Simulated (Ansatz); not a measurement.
We consider wurtzite MgTe, described by rVV10 (Ansatz, an electronic-structure program, plane waves, PAW).

Settings: plane-wave cutoff 520 eV, 12×12×6 k mesh (along the axes of the cell as run), Fermi–Dirac smearing 0.01 eV, scalar-relativistic PAW data made under PBE.

Shape and atoms are relaxed at each volume.

The direct gap at Γ against volume; x = 100 ln(V/34.366 Å³). One gap is withheld.

```json
[
 {"V (Å³/atom)": "32.991", "x": "-4.08", "gap (eV)": "2.387"},
 {"V (Å³/atom)": "33.679", "x": "-2.02", "gap (eV)": "2.289"},
 {"V (Å³/atom)": "34.366", "x": "0.00", "gap (eV)": "2.195"},
 {"V (Å³/atom)": "35.053", "x": "1.98", "gap (eV)": "2.104"},
 {"V (Å³/atom)": "35.741", "x": "3.92", "gap (eV)": "?"}
]
```

**Question.** Fit a straight line to the rows shown, give the volume deformation potential and predict the withheld gap.

**Answer.** Means of the 4 rows: x̄ = -1.030, ȳ = 2.2438 eV. Σ(x − x̄)(y − ȳ) = -0.9526 and Σ(x − x̄)² = 20.404, so the slope is -0.0467 eV per unit of x, and dE_g/d ln V = -4.7 eV. At x = 3.92: 2.2438 + (-0.0467) × (3.92 − (-1.030)) = 2.013 eV. The run gives 2.017 eV, 0.004 eV above the line.

Spin–orbit coupling is not included; with these elements it can move the gap by several tenths of an eV or more.

Note: the bulk modulus comes from volumes at which shape and atoms were relaxed.
